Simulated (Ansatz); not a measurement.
## CH₅ClSi, SMILES C[SiH2]Cl: a composite energy at a relaxed geometry, step by step

Program: Ansatz 0.2.0 through its Python package.

Notebook, run cell by cell (the value of a cell's last expression is shown):

**Cell 1**
```python
import itertools
import warnings

import ansatz as az
from ase import Atoms
from ase.data import atomic_numbers, covalent_radii
import numpy as np
```

**Cell 2**
```python
warnings.simplefilter('ignore', az.DeckWarning)
```

**Cell 3**
```python
atoms = Atoms(['C', 'Si', 'Cl', 'H', 'H', 'H', 'H', 'H'], positions=[
    (-0.61513, 0.78767, -0.17467),
    (0.45844, -0.75779, 0.0537),
    (1.87162, -0.37314, 1.44664),
    (-1.38261, 0.62228, -0.92455),
    (-0.02118, 1.64072, -0.49334),
    (-1.11323, 1.06514, 0.75101),
    (1.14556, -1.10206, -1.18973),
    (-0.34348, -1.88283, 0.53093),
])
molecule = az.Crystal.molecule_from_ase(atoms)
```

**Cell 4**
```python
job = (
    molecule.calculation()
    .basis(gaussian='def2-SVP')
    .functional('pbe0', dispersion='d4')
)
symbols = [site.symbol for site in molecule.cartesian_sites]
start = np.array([site.position_ang for site in molecule.cartesian_sites], dtype=float)
r = job.relax(force_tolerance=0.01, max_steps=100).run().report
end = np.array(r['positions_ang'])
# pairs closer than 1.2 times the sum of covalent radii, before or after
radius = [covalent_radii[atomic_numbers[s]] for s in symbols]
span = lambda where, i, j: np.linalg.norm(where[i] - where[j])
bonded = [(i, j) for i, j in itertools.combinations(range(len(symbols)), 2) if min(span(start, i, j), span(end, i, j)) < 1.2 * (radius[i] + radius[j])]
print('pair        before    after (A)')
for i, j in bonded:
    print(f'{symbols[i]}{i}-{symbols[j]}{j}'.ljust(10), f'{span(start, i, j):8.4f} {span(end, i, j):8.4f}')
```
Output:
```text
pair        before    after (A)
C0-Si1       1.8956   1.8655
C0-H3        1.0857   1.1018
C0-H4        1.0872   1.1003
C0-H5        1.0872   1.1003
Si1-Cl2      2.0212   2.0769
Si1-H6       1.4618   1.4910
Si1-H7       1.4617   1.4910
```

**Cell 5**
```python
minimum = az.Crystal.molecule()
for symbol, place in zip(symbols, end):
    minimum = minimum.atom(symbol, place.tolist())
at_minimum = minimum.calculation()
# MP2 extrapolated to the basis limit, plus the small-basis difference CCSD(T) - MP2
level = lambda method, basis: at_minimum.basis(gaussian=basis).correlation(method).run().report
small, large, cluster = level('mp2', 'cc-pVDZ'), level('mp2', 'cc-pVTZ'), level('ccsd_t', 'cc-pVDZ')
corr = lambda each: (each['free_energy_ev'] - each['reference_energy_ev']) / 27.211386246
mp2_limit = (27 * corr(large) - 8 * corr(small)) / 19
pieces = {'HF / cc-pVTZ': large['reference_energy_ev'] / 27.211386246, 'MP2 correlation, DZ-TZ limit': mp2_limit, 'CCSD(T) - MP2 / cc-pVDZ': corr(cluster) - corr(small)}
for name, value in pieces.items():
    print(f'{name:32s} {value:14.6f} Ha')
print(f'{"sum":32s} {sum(pieces.values()):14.6f} Ha')
print('T1 diagnostic', round(cluster['correlation']['coupled_cluster']['t1_diagnostic'], 4))
```
Output:
```text
HF / cc-pVTZ                        -789.322538 Ha
MP2 correlation, DZ-TZ limit          -0.542277 Ha
CCSD(T) - MP2 / cc-pVDZ               -0.056856 Ha
sum                                 -789.921671 Ha
T1 diagnostic 0.0082
```

Reading the output:
- These settings explore the input space; basis and method may be short of convergence.
- The sum leaves out core correlation, relativity, the Hartree-Fock basis error and zero-point energy; a DZ-TZ extrapolation is rough.
- Inner cores stay frozen, so this is valence correlation.
- For Al to Cl the sets with a tight d function, cc-pV(X+d)Z, are usual.
- An extrapolation from small basis sets is rough.
- Hardware and time: 21 s on 1 thread of Arm Neoverse V2, with other jobs on the host, peak memory 0.36 GiB.

(A comment or docstring line of the script was reworded after the run, the code is as it ran.)
